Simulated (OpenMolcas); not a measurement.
**A workflow on BN (boron nitride)**

We compute a single-point energy (UHF/STO-3G), then the energy (CASSCF(4,4)/STO-3G), then a single-point energy (CASPT2(4,4)/STO-3G), then the energy (SC-NEVPT2(4,4)/STO-3G), then the energy (MRCI(4,4)/STO-3G) of BN (boron nitride). 

Program for the calculation: OpenMolcas 26.06.

3 further runs of the same task are left out: 3 set aside as unsound or not needed.

### 1 The system as given

The species is BN (2 atoms), meant as a triplet with charge 0. SMILES: `B#N`. The B1–N2 distance was set to 3.171 Å, away from the relaxed value.

### 2 The energy at UHF/STO-3G (run 1)

step1.input

```
>>> EXPORT MOLCAS_PRINT=2
&GATEWAY
BasLib = $CurrDir
Coord
2
angstrom
B        0.000000       0.000000      -1.902670
N        0.000000       0.000000       1.268430
Basis = STO-3G
Group = NoSym
&SEWARD
&SCF
UHF
Spin = 3
Scramble = 0.25
PrOrbitals = 1 1
```

The basis set STO-3G is read from a file made from the Basis Set Exchange's data (not shown).

Started as:

```bash
$ export MOLCAS_MEM=1860
$ pymolcas step1.input > step1.log
```

Log:

```text
--- Start Module: gateway ---
[...]
--- Stop Module: gateway /rc=_RC_ALL_IS_WELL_ ---
--- Start Module: seward ---
[...]
      Basis functions           10
--- Stop Module: seward /rc=_RC_ALL_IS_WELL_ ---
--- Start Module: scf ---
[...]
       Convergence after 109 Iterations
[...]
::    Total SCF energy                                -77.7867204931
[...]
      Total spin, S                                     1.2988226090
[...]
      Total electronic charge=   12.000000
      Total            charge=   -0.000000
[...]
      Dipole Moment (debye):
      Origin of the operator (angstrom)=    0.0000    0.0000   -0.1273
                   X= -7.6493E-05               Y=  4.1259E-06               Z= -6.9587E-02           Total=  6.9587E-02
      Quadrupole Moment (debye*angstrom):
[...]
--- Stop Module: scf /rc=_RC_ALL_IS_WELL_ ---
[...]
```

It took 3.9 s on 1 thread of Arm Neoverse V1, shared host; peak memory 0.37 GiB.

### 3 A single-point energy at CASSCF(4,4)/STO-3G (run 2)

step2.inp

```
* BN CASSCF

&GATEWAY
  BASLIB=$CurrDir
  COORD
  2
  angstrom
  B        0.000000       0.000000      -1.902670
  N        0.000000       0.000000       1.268430
  BASIS=STO-3G
  GROUP=NoSym

&SEWARD

&RASSCF
  FILEORB=$CurrDir/step1.UnaOrb
  SPIN=3
  NACTEL=4 0 0
  INACTIVE=4
  RAS2=4
  ORBLISTING=Nothing
```

The basis set STO-3G is read from a file made from the Basis Set Exchange's data (not shown).

Started as:

```bash
$ export MOLCAS_MEM=1860
$ pymolcas step2.inp > step2.log
```

Log:

```text
--- Start Module: gateway ---
[...]
--- Stop Module: gateway /rc=_RC_ALL_IS_WELL_ ---
--- Start Module: seward ---
[...]
      Basis functions           10
--- Stop Module: seward /rc=_RC_ALL_IS_WELL_ ---
--- Start Module: rasscf ---
[...]
      Number of active orbitals                  4
[...]
      Spin quantum number                      1.0
[...]
      Active orbitals                            4
[...]
      Number of CSFs                            15
[...]
      Number of root(s) required                 1
[...]
      Convergence after  8 iterations
[...]
      printout of CI-coefficients larger than  0.05 for root  1
      energy=     -77.869036
      conf/sym  1111     Coeff  Weight
             1  2uu0  -0.63936 0.40879
             6  uduu   0.39706 0.15765
             9  uudu  -0.22924 0.05255
            10  uuud  -0.32419 0.10510
            15  0uu2   0.52527 0.27591
      Natural orbitals and occupation numbers for root  1
      sym 1:   1.132879   1.000000   1.000000   0.867121
      ************************************************************************************************************************
      *                                                    Final results                                                     *
[...]
::    RASSCF root number  1 Total energy:    -77.86903615
[...]
      Total electronic charge=   12.000000
      Total            charge=   -0.000000
[...]
      Dipole Moment (debye):
      Origin of the operator (angstrom)=    0.0000    0.0000   -0.1273
                   X= -1.7995E-04               Y= -1.5599E-04               Z= -7.1287E-02           Total=  7.1287E-02
      Quadrupole Moment (debye*angstrom):
[...]
--- Stop Module: rasscf /rc=_RC_ALL_IS_WELL_ ---
[...]
```

Run time: 1.7 s. Hardware: 1 thread of Arm Neoverse V1, shared host; peak memory 0.37 GiB.

### 4 A single-point energy at CASPT2(4,4)/STO-3G (run 3)

step3.input

```
&GATEWAY
BasLib=$CurrDir
Coord
2
angstrom
B        0.000000       0.000000      -1.902670
N        0.000000       0.000000       1.268430
Basis=STO-3G
Group=NoSym
&SEWARD
&RASSCF
FileOrb=$CurrDir/step2.RasOrb
Spin=3
Nactel=4 0 0
Inactive=4
Ras2=4
OrbListing=Nothing
&CASPT2
Imaginary=0.1
Frozen=2
```

The basis set STO-3G is read from a file made from the Basis Set Exchange's data (not shown).

Started as:

```bash
$ export MOLCAS_MEM=1860
$ pymolcas step3.input > step3.log
```

Log:

```text
--- Start Module: gateway ---
[...]
--- Stop Module: gateway /rc=_RC_ALL_IS_WELL_ ---
[...]
      Basis functions           10
[...]
--- Start Module: rasscf ---
[...]
      Number of active orbitals                  4
[...]
      Spin quantum number                      1.0
[...]
      Active orbitals                            4
[...]
      Number of CSFs                            15
[...]
      Number of root(s) required                 1
[...]
      Convergence after  4 iterations
[...]
      printout of CI-coefficients larger than  0.05 for root  1
      energy=     -77.869036
      conf/sym  1111     Coeff  Weight
             1  2uu0  -0.63937 0.40879
             6  uduu   0.39705 0.15765
             9  uudu  -0.22924 0.05255
            10  uuud  -0.32419 0.10510
            15  0uu2   0.52527 0.27591
      Natural orbitals and occupation numbers for root  1
      sym 1:   1.132882   1.000000   1.000000   0.867118
      ************************************************************************************************************************
      *                                                    Final results                                                     *
[...]
::    RASSCF root number  1 Total energy:    -77.86903616
[...]
      Total electronic charge=   12.000000
      Total            charge=   -0.000000
[...]
      Dipole Moment (debye):
      Origin of the operator (angstrom)=    0.0000    0.0000   -0.1273
                   X= -2.1533E-04               Y= -1.7084E-04               Z= -7.0853E-02           Total=  7.0854E-02
      Quadrupole Moment (debye*angstrom):
[...]
--- Stop Module: rasscf /rc=_RC_ALL_IS_WELL_ ---
[...]
      E2 (Variational):          -0.0188255216
      Total energy:             -77.8878616799
[...]
      Reference weight:           0.98644
[...]
::    CASPT2 Root  1     Total energy:    -77.88786168
[...]
```

Run time: 1.7 s. Hardware: 1 thread of Arm Neoverse V1, shared host; peak memory 0.37 GiB.

### 5 The energy at SC-NEVPT2(4,4)/STO-3G (run 4)

step4.input

```
&GATEWAY
  BasLib=$CurrDir
  Coord
  2
  angstrom
  B        0.000000       0.000000      -1.902670
  N        0.000000       0.000000       1.268430
  Basis=STO-3G
  Group=NoSym

&SEWARD

&RASSCF
  FileOrb=$CurrDir/step2.RasOrb
  Spin=3
  Nactel=4 0 0
  Inactive=4
  Ras2=4
  OrbListing=Nothing

&CASPT2
  SC-NEVPT2
  Frozen=2
```

The basis set STO-3G is read from a file made from the Basis Set Exchange's data (not shown).

Started as:

```bash
$ export MOLCAS_MEM=1860
$ pymolcas step4.input > step4.log
```

Log:

```text
--- Start Module: gateway ---
[...]
--- Stop Module: gateway /rc=_RC_ALL_IS_WELL_ ---
[...]
      Basis functions           10
[...]
--- Start Module: rasscf ---
[...]
      Number of active orbitals                  4
[...]
      Spin quantum number                      1.0
[...]
      Active orbitals                            4
[...]
      Number of CSFs                            15
[...]
      Number of root(s) required                 1
[...]
      Convergence after  4 iterations
[...]
      printout of CI-coefficients larger than  0.05 for root  1
      energy=     -77.869036
      conf/sym  1111     Coeff  Weight
             1  2uu0  -0.63937 0.40879
             6  uduu   0.39705 0.15765
             9  uudu  -0.22924 0.05255
            10  uuud  -0.32419 0.10510
            15  0uu2   0.52527 0.27591
      Natural orbitals and occupation numbers for root  1
      sym 1:   1.132882   1.000000   1.000000   0.867118
      ************************************************************************************************************************
      *                                                    Final results                                                     *
[...]
::    RASSCF root number  1 Total energy:    -77.86903616
[...]
      Total electronic charge=   12.000000
      Total            charge=   -0.000000
[...]
      Dipole Moment (debye):
      Origin of the operator (angstrom)=    0.0000    0.0000   -0.1273
                   X= -2.1533E-04               Y= -1.7084E-04               Z= -7.0853E-02           Total=  7.0854E-02
      Quadrupole Moment (debye*angstrom):
[...]
      E2 (Variational):          -0.0187510374
[...]
      E2 (Variational):          -0.0187509360
      Total energy:             -77.8877870944
[...]
      Reference weight:           0.98641
[...]
::    SC-NEVPT2 Root  1     Total energy:    -77.88778709
[...]
```

Run time: 1.7 s. Hardware: 1 thread of Arm Neoverse V1, shared host; peak memory 0.37 GiB.

### 6 The energy at MRCI(4,4)/STO-3G (run 5)

step5.inp

```
&GATEWAY
  BASLIB=$CurrDir
  COORD
  2
  angstrom
  B        0.000000       0.000000      -1.902670
  N        0.000000       0.000000       1.268430
  BASIS=STO-3G
  GROUP=NoSym

&SEWARD

&RASSCF
  FILEORB=$CurrDir/step2.RasOrb
  SPIN=3
  NACTEL=4 0 0
  INACTIVE=4
  RAS2=4
  ORBLISTING=Nothing

&MOTRA
  LUMORB
  FROZEN=2

&GUGA
  ELECTRONS=8
  SPIN=3
  INACTIVE=2
  ACTIVE=4
  CIALL=1

&MRCI
  SDCI
```

The basis set STO-3G is read from a file made from the Basis Set Exchange's data (not shown).

Started as:

```bash
$ export MOLCAS_MEM=1860
$ pymolcas step5.inp > step5.log
```

Log:

```text
[...]
      Basis functions           10
[...]
      Number of active orbitals                  4
[...]
      Spin quantum number                      1.0
[...]
      Active orbitals                            4
[...]
      Number of CSFs                            15
[...]
      Number of root(s) required                 1
[...]
      Convergence after  4 iterations
[...]
      printout of CI-coefficients larger than  0.05 for root  1
      energy=     -77.869036
      conf/sym  1111     Coeff  Weight
             1  2uu0  -0.63937 0.40879
             6  uduu   0.39705 0.15765
             9  uudu  -0.22924 0.05255
            10  uuud  -0.32419 0.10510
            15  0uu2   0.52527 0.27591
      Natural orbitals and occupation numbers for root  1
      sym 1:   1.132882   1.000000   1.000000   0.867118
      ************************************************************************************************************************
      *                                                    Final results                                                     *
[...]
::    RASSCF root number  1 Total energy:    -77.86903616
[...]
      Dipole Moment (debye):
      Origin of the operator (angstrom)=    0.0000    0.0000   -0.1273
                   X= -2.1533E-04               Y= -1.7084E-04               Z= -7.0853E-02           Total=  7.0854E-02
      Quadrupole Moment (debye*angstrom):
[...]
       (But an ACPF correction will be computed)
       USE THE DEFAULT ACPF G-VALUE GFAC=  0.25000000000000000
[...]
                      CI ENERGY:   -77.90924228
[...]
                ACPF CORRECTION:    -0.00188232
[...]
      Total electronic charge=   12.000000
      Total            charge=   -0.000000
[...]
     ACPF CORRECTION:     -0.00188232
[...]
  CI State   1     Total energy:    -77.90924228     QDav:     -0.00254954     QACPF:     -0.00188232
[...]
```

It took 1.9 s on 1 thread of Arm Neoverse V1, shared host; peak memory 0.37 GiB.

### 7 Results

| quantity | value |
| --- | --- |
| run 1, UHF/STO-3G: total energy | -77.78672 Eh |
| run 1, UHF/STO-3G: dipole moment | 0.07 D |
| run 1, UHF/STO-3G: HOMO energy (highest over α and β) | -5.47 eV |
| run 1, UHF/STO-3G: LUMO energy (lowest over α and β) | 7.88 eV |
| run 1, UHF/STO-3G: ⟨S²⟩ | 2.986 |
| run 2, CASSCF(4,4)/STO-3G: total energy | -77.86904 Eh |
| run 2, CASSCF(4,4)/STO-3G: dipole moment (CASSCF density) | 0.07 D |
| run 3, CASPT2(4,4)/STO-3G: total energy | -77.88786 Eh |
| run 3, CASPT2(4,4)/STO-3G: dipole moment (CASSCF density) | 0.07 D |
| run 4, SC-NEVPT2(4,4)/STO-3G: total energy | -77.88779 Eh |
| run 4, SC-NEVPT2(4,4)/STO-3G: dipole moment (CASSCF density) | 0.07 D |
| run 5, MRCI(4,4)/STO-3G: total energy | -77.90924 Eh |
| run 5, MRCI(4,4)/STO-3G: dipole moment (CASSCF density) | 0.07 D |

In words: ⟨S²⟩ (run 1, UHF/STO-3G) is 2.99 where a pure triplet has 2.00: the reference is spin-contaminated. The run (run 1, UHF/STO-3G) may have ended on a state above the lowest.
